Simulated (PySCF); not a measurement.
# First hyperpolarisability: 2,2,2-trifluoroethylamine, C2H4F3N

Cartesian coordinates in Å; atom numbers follow the order of the lines, from 1:
```xyz
10

N    -1.1887   -0.6188    0.3987
C    -0.1622    0.3933    0.3749
C     0.9992   -0.0531   -0.4822
F     0.6030   -0.3136   -1.7396
F     1.9270    0.9127   -0.5503
F     1.5943   -1.1505   -0.0180
H    -1.8677   -0.4288    1.1213
H    -1.6757   -0.6668   -0.4863
H    -0.4681    1.3765   -0.0105
H     0.2337    0.5407    1.3815
```

Method used: PySCF 2.14.0, quadratic response CAM-B3LYP/def2-TZVPD first hyperpolarisability, Taylor convention, gas phase. Geometry: PBE0-D3(BJ)/def2-TZVP.

(1) What is the first hyperpolarisability, and how does it disperse?

(2) Which lowest excitations, dipole and polarisabilities go with it?

Results:

(1) In 10⁻³⁰ esu, Taylor convention; the vector part is βᵢ = ⅓ Σⱼ (βᵢⱼⱼ + βⱼᵢⱼ + βⱼⱼᵢ); β∥ is 3/5 of the vector part along the dipole, the dipole points from − to +:
```
                   process  λ (nm)  β vector norm     β∥  β HRS  depolarisation ratio
           static β(0;0,0)       ∞           0.66  -0.39   0.25                  7.72
second harmonic β(−2ω;ω,ω)    1907           0.68  -0.40   0.25                  7.74
         Pockels β(−ω;ω,0)    1907           0.67  -0.39      –                     –
second harmonic β(−2ω;ω,ω)    1064           0.72  -0.42   0.27                  7.78
         Pockels β(−ω;ω,0)    1064           0.68  -0.40      –                     –
```

(2) S1 6.34 eV (f = 0.014); S2 7.60 eV (f = 0.014); S3 7.85 eV (f = 0.041); dipole 3.17 D; isotropic α 38.4 au static, 38.5 au at 1907 nm, 38.6 au at 1064 nm, 38.7 au at 953.5 nm, 39.2 au at 532 nm.
